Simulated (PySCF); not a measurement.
Calculation: PySCF 2.14.0 with PBE-D3(BJ)/def2-TZVP // B3LYP-D3(BJ)/def2-TZVP. Gas-phase values, no solvent. Excitations are Tamm–Dancoff values on a coarser integration grid. The basis has no diffuse functions, so Rydberg states are missing or too high.

Reference species (SMILES): `CC` (neutral, multiplicity 1).

| Item | Value |
|---|---|
| T1 excitation (TDA) | 8.56 eV |
| brightest of the four lowest singlets (TDA) | 9.97 eV |

Changed species: `[CH3][GeH3]`.

Question: What does the change do to the T1 excitation (TDA) and brightest of the four lowest singlets (TDA)?

Answer: the T1 excitation (TDA) drops by 1.14 eV, to 7.42 eV; the brightest of the four lowest singlets (TDA) decreases by 1.29 eV, to 8.68 eV.
